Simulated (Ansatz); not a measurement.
# AlFH4O: the cost of one run

All numbers below are computed with Ansatz 0.2.0 (RKS revPBE/cc-pVDZ).

## Step 1: The starting structure

Bond lengths: Al1–H3 1.560 Å, Al1–O4 1.780 Å, O4–H5 1.010 Å, Al1–F6 1.990 Å. Angles: H3–Al1–O4 120.0°, H3–Al1–F6 105.4°, O4–Al1–F6 92.8°, Al1–O4–H5 109.5°.

Coordinates:

```xyz
7

Al    0.0000    0.0000    0.0000
H     0.0000    0.0000    1.9100
H     1.3510    0.0000   -0.7800
O    -1.5415    0.0000   -0.8900
H    -2.0512   -0.8467   -0.6815
F    -0.2489    1.8720    0.6275
H    -0.1335    1.0040    1.7645
```

## Step 2: A restrained relaxation towards end A

Springs on the bonds that form and break draw the guess towards this end; the thresholds are loose.

input.yaml reads:

```yaml
crystal:
  periodic: [false, false, false]
  atoms:
    - { symbol: Al, position_ang: [0.0, 0.0, 0.0] }
    - { symbol: H, position_ang: [0.0, 0.0, 1.91] }
    - { symbol: H, position_ang: [1.351, 0.0, -0.78] }
    - { symbol: O, position_ang: [-1.5415, 0.0, -0.89] }
    - { symbol: H, position_ang: [-2.0512, -0.8467, -0.6815] }
    - { symbol: F, position_ang: [-0.2489, 1.872, 0.6275] }
    - { symbol: H, position_ang: [-0.1335, 1.004, 1.7645] }
basis:
  gaussian: { orbitals: cc-pVDZ }
hamiltonian:
  xc: revpbe
relax:
  f_tol: 0.15
  max_steps: 25
  restrain:
    - { distance: [0, 5], at: 2.89, k: 30.0 }
    - { distance: [6, 1], at: 1.86, k: 30.0 }
    - { distance: [0, 1], at: 1.56, k: 30.0 }
    - { distance: [6, 5], at: 0.92, k: 30.0 }
```

The run is started by

```
$ ansatz run input.yaml --threads 1 --pin off --max-ram 2048MiB --backend cpu --events-out ev --progress --plain --runs-dir out
```

Q: Estimate wall time and peak memory on 1 thread of Intel Xeon Platinum 8488C (Sapphire Rapids), shared host.

About 11 s, with a peak of 0.15 GiB.
